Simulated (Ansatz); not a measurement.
# C3H7NS: up Jacob's ladder to CCSD(T)

One table from this session's results is given with a row withheld; the runs are named, their logs left out.

Method: functionals in def2-TZVPP, the program's frozen cores in correlated methods; program: Ansatz 0.2.0, Gaussian basis.

Plan: PBE-D4, r2SCAN-D4, PBE0-D4, B3LYP-D4, ωB97X-V, ωB97M-V, B2PLYP; CCSD(T)/def2-TZVPP; MP2/def2-QZVPP; extrapolation to the limit.

## The relaxed structure

The geometry comes from an earlier relaxation with PBE0-D4 in a triple-zeta def2 set; it is a stationary point, not always the lowest conformer.

SMILES `N/C=C/CS`, 12 atoms, charge 0, spin multiplicity 1.

Atoms are counted from 1 here; the program's logs count them from 0.

Bond lengths: N1–C2 1.378 Å, N1–H6 1.007 Å, N1–H7 1.006 Å, C2–C3 1.335 Å, C2–H8 1.087 Å, C3–C4 1.483 Å, C3–H9 1.087 Å, C4–S5 1.833 Å, C4–H10 1.092 Å, C4–H11 1.091 Å, S5–H12 1.344 Å. Angles: C2–N1–H6 116.2°, C2–N1–H7 116.2°, H6–N1–H7 113.0°, N1–C2–C3 126.6°, N1–C2–H8 113.9°, C3–C2–H8 119.4°, C2–C3–C4 122.7°, C2–C3–H9 120.0°, C4–C3–H9 117.2°, C3–C4–S5 109.4°, C3–C4–H10 111.3°, C3–C4–H11 110.7°, S5–C4–H10 107.5°, S5–C4–H11 109.2°, H10–C4–H11 108.6°, C4–S5–H12 97.5°.

Set-up of the first run:

Contents of in.yaml:

```yaml
crystal:
  periodic: [false, false, false]
  atoms:
    - {symbol: N, position_ang: [-0.488928, 1.239567, 2.000674]}
    - {symbol: C, position_ang: [-0.576482, 0.638350, 0.764272]}
    - {symbol: C, position_ang: [0.436382, 0.158564, 0.038541]}
    - {symbol: C, position_ang: [0.232212, -0.576188, -1.233840]}
    - {symbol: S, position_ang: [0.598463, -2.353968, -0.976488]}
    - {symbol: H, position_ang: [0.428924, 1.544319, 2.282351]}
    - {symbol: H, position_ang: [-1.209047, 1.905521, 2.222282]}
    - {symbol: H, position_ang: [-1.595532, 0.516326, 0.405118]}
    - {symbol: H, position_ang: [1.458075, 0.257136, 0.397522]}
    - {symbol: H, position_ang: [0.902468, -0.212041, -2.015062]}
    - {symbol: H, position_ang: [-0.797482, -0.469146, -1.579650]}
    - {symbol: H, position_ang: [0.687948, -2.703441, -2.271618]}
basis:
  gaussian: {orbitals: def2-TZVPP}
hamiltonian: {xc: pbe, dispersion: d4}
output: {forces: true, orbitals: {seedname: orbitals}}
```

Command:

```sh
ansatz run in.yaml --threads 4 --pin off --events-out ev --progress --plain --max-ram 10444MiB
```

Steps of the session up to this table: PBE-D4 (GGA); r2SCAN-D4 (meta-GGA); PBE0-D4 (hybrid); B3LYP-D4 (hybrid); ωB97X-V (range-separated); ωB97M-V (range-separated); B2PLYP (double hybrid); CCSD(T) in def2-TZVPP; MP2 in def2-QZVPP.

One table of the session follows, with a row left open; its other results are not shown here.

| method | atomisation energy (kJ/mol) |
| --- | --- |
| PBE-D4 | 4697.6 |
| r2SCAN-D4 | 4571.4 |
| PBE0-D4 | 4603.5 |
| B3LYP-D4 | 4576.8 |
| ωB97X-V | ? |
| ωB97M-V | 4584.7 |
| B2PLYP | 4517.2 |
| HF/def2-TZVPP | 3239.8 |
| MP2/def2-TZVPP | 4494.8 |
| CCSD/def2-TZVPP | 4354.3 |
| CCSD(T)/def2-TZVPP | 4429.4 |
| MP2/CBS | 4620.7 |
| CCSD(T)/CBS | 4555.3 |

**Question.** Estimate the row for ωB97X-V.

As computed: atomisation energy (kJ/mol): 4574.3. In the column «atomisation energy (kJ/mol)» it lies between r2SCAN-D4 (4571.4) and B3LYP-D4 (4576.8).
